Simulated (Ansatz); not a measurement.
# CH₂N (quartet): the correlation ladder, cc-pVDZ

An exercise on one series of results from a longer session: the logs are not shown, and one member is left open.

Method: cc-pVDZ, core rule «outside noble gas», up to 2 orbitals frozen; program: Ansatz 0.2.0, Gaussian basis.

Plan: UHF; CCSD(T) on ROHF; CCSD(T) on UHF; BCCD(T) on ROHF; CISD; CCSDT(Q) on ROHF; CCSDT(Q) on UHF; CASSCF and MRCISD+Q, 11 electrons in 10 orbitals; CASSCF and NEVPT2, 11 electrons in 10 orbitals.

29 further runs of the same task are left out: 10 that didn't finish, 19 set aside as unsound or not needed.

## The system

The geometry is a PBE0/def2-TZVP stationary point (not a proven minimum).

4 atoms, charge 0, spin multiplicity 4.

Atoms are counted from 1 here; the program's logs count them from 0.

Bond lengths: N1–C2 1.483 Å, C2–H3 1.088 Å, C2–H4 1.088 Å. Angles: N1–C2–H3 115.8°, N1–C2–H4 115.8°, H3–C2–H4 117.5°.

The first run:

File in.yaml:

```yaml
crystal:
  periodic: [false, false, false]
  atoms:
    - {symbol: N, position_ang: [-0.031501, 0.000001, 0.775533]}
    - {symbol: C, position_ang: [0.070814, -0.000001, -0.703585]}
    - {symbol: H, position_ang: [-0.203041, -0.930186, -1.196548]}
    - {symbol: H, position_ang: [-0.203042, 0.930183, -1.196550]}
basis:
  gaussian: {orbitals: cc-pVDZ}
magnetization: {spin_polarized: true, initial_magnetization: 3}
hamiltonian: {xc: hf}
output: {orbitals: {seedname: orbitals}}
```

Launch:

```sh
$ ansatz run in.yaml --threads 1 --pin off --events-out ev --progress --plain --max-ram 2393MiB
```

Steps of the session up to this table: UHF; CCSD(T) on ROHF; CCSD(T) on UHF; BCCD(T) on ROHF; CISD; CCSDT(Q) on ROHF; CCSDT(Q) on UHF; CASSCF and MRCISD+Q, 11 electrons in 10 orbitals; CASSCF and NEVPT2, 11 electrons in 10 orbitals.

One table of the session follows, with a row left open; its other results are not shown here.

It belongs to the step «Misses and costs». 

| method | from UCCSDT(Q) (meV) |
| --- | --- |
| ROHF | +6996.5 |
| UHF | +6749.8 |
| RMP2 | +1114.0 |
| UMP2 | ? |
| CISD | +563.0 |
| RCCSD | +171.9 |
| UCCSD | +167.5 |
| RCCSD(T) | +31.7 |
| UCCSD(T) | +30.0 |
| BCCD(T) | +31.4 |
| RCCSDT | +10.0 |
| UCCSDT | +8.2 |
| RCCSDT(Q) | +1.9 |
| UCCSDT(Q) | 0 |
| CASSCF valence | +5048.8 |
| NEVPT2 valence | +1008.0 |
| MRCISD valence | +301.5 |
| MRCISD+Q valence | +17.6 |

Q: Estimate the row for UMP2 from the others.

**Answer.** from UCCSDT(Q) (meV): +1125.5. In the column «from UCCSDT(Q) (meV)» it lies between RMP2 (+1114.0) and CASSCF valence (+5048.8).

With the free atoms at the same levels and basis (separate runs), the atomisation energy is 9.833 eV at UCCSDT(Q), 9.818 eV at RCCSD(T), 9.817 eV at UCCSD(T), 7.423 eV at ROHF.

To keep in mind: Restricted and unrestricted rows rest on different reference determinants; where their highest levels disagree by more than a few hundredths of an eV, they describe different states and don't form one ladder.
